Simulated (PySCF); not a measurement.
Species: C4H7O2 (doublet state).
Numbering: `[CH3:1][O:2][CH2:3][CH2:4][C:5]=[O:6]` (hydrogens: H7, H8, H9 on C1; H10, H11 on C3; H12, H13 on C4)

Geometry (GFN2-xTB, Å), atoms numbered from 1 in this order:
```
atom  x, y, z in Å
C1    -2.1403   -0.1981    0.1566
O2    -0.8360   -0.5136    0.5718
C3     0.1553    0.1511   -0.1740
C4     1.5238   -0.2757    0.3770
C5     2.6688    0.3480   -0.3151
O6     2.7502    1.1169   -1.2198
H7    -2.3044   -0.4819   -0.8902
H8    -2.8143   -0.7637    0.7964
H9    -2.3442    0.8742    0.2660
H10    0.0812   -0.1139   -1.2399
H11    0.0406    1.2424   -0.0857
H12    1.5866   -0.0250    1.4382
H13    1.6283   -1.3603    0.3009
```

The hyperfine couplings belong to this conformer and change with its torsions.

Computed, not measured: UKS B3LYP, pcH-1 on C H O, non-relativistic, mean-field spin-orbit, GIAO in PySCF. Geometry: GFN2-xTB, one conformer, isolated molecule. The geometry wasn't refined by DFT: couplings that depend on bond lengths, twists or pyramidal angles can differ widely from those at the functional's own minimum. No stability test was run, so a lower SCF solution isn't excluded.

Problem. Match the computed a_iso(13C) values +348.8, +135.4, +34.1, +6.1 MHz with the sites C1; C3; C4; C5.

Solution. 
```
site  a_iso (MHz)  ρ(0) (bohr⁻³)                 position  distance from C5 (Å)  spin population  largest |T| (MHz)
  C1         +6.1        +0.0054          4 bonds from C5                  4.86            +0.01                1.3
  C3        +34.1        +0.0304          2 bonds from C5                  2.53            +0.04                9.3
  C4       +135.4        +0.1204           1 bond from C5                  1.48            +0.05               25.3
  C5       +348.8        +0.3103  largest spin population                  0.00            +0.67              104.0
```

Problem. Match the computed a_iso(17O) values -42.3, -17.3 MHz with the sites O2; O6.

Solution. 
| site | a_iso (MHz) | ρ(0) (bohr⁻³) | position | distance from C5 (Å) | spin population | largest \|T\| (MHz) |
| --- | --- | --- | --- | --- | --- | --- |
| O2 | -17.3 | +0.0285 | 3 bonds from C5 | 3.72 | 0.00 | 1.7 |
| O6 | -42.3 | +0.0697 | 1 bond from C5 | 1.19 | +0.24 | 108.3 |

Problem. Match the computed a_iso(1H) values -5.2, -3.0, +0.1 MHz (means over equivalent nuclei) with the sites H7/H8/H9; H10/H11; H12/H13.

Solution. 
```
    site  a_iso (MHz)  ρ(0) (bohr⁻³)         position  distance from C5 (Å)  bound to  spin population there  largest |T| (MHz)
H7/H8/H9         +0.1         0.0000  5 bonds from C5                  5.28        C1                  +0.01                1.3
 H10/H11         -3.0        -0.0007  3 bonds from C5                  2.79        C3                  +0.04                5.0
 H12/H13         -5.2        -0.0012  2 bonds from C5                  2.09        C4                  +0.05               14.4
```

ρ(0) is the spin density at the nucleus and T the dipolar tensor; entries for several nuclei are means. The Mulliken spin populations are largest on C5 (+0.67) and O6 (+0.24).

β density exceeds α density at some nuclei, such as H12/H13 (-0.0012), spin density in bohr⁻³. In a single determinant that takes different orbitals for the two spins, that is spin polarisation.

Nuclei that the bonding pattern makes equivalent are averaged, as if the motion that swaps them (rotation, inversion, ring flip) were fast.
